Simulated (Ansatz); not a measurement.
fcc Rh was calculated with HSE06 (plane waves, PAW; Ansatz, a quantum-chemistry and plane-wave program).

Settings: plane-wave cutoff 500 eV, 12×12×12 k mesh, Fermi–Dirac smearing 0.1 eV, no spin polarisation, scalar-relativistic PAW data made under PBE.

Computed at the level's own relaxed cell.

Estimate the volume per atom and equilibrium lattice constant a that the calculation returns.


* **volume per atom**: 13.49 Å³/atom
* **equilibrium lattice constant a**: 3.779 Å

Measured, for comparison: equilibrium volume per atom 13.65 Å³/atom, lattice constant a 3.794 Å (static lattice: zero-point anharmonic expansion removed; as tabulated in Mejia-Rodriguez and Trickey (2018), arXiv:1807.09216). Computed (rounded) less measured: equilibrium volume per atom -1.2 %, lattice constant a -0.4 %.

Note: exact exchange on metals is sensitive to the k mesh and can open a false gap; the run warned that the count of filled bands differs between k points.

It cost roughly 8 core-minutes of CPU time.
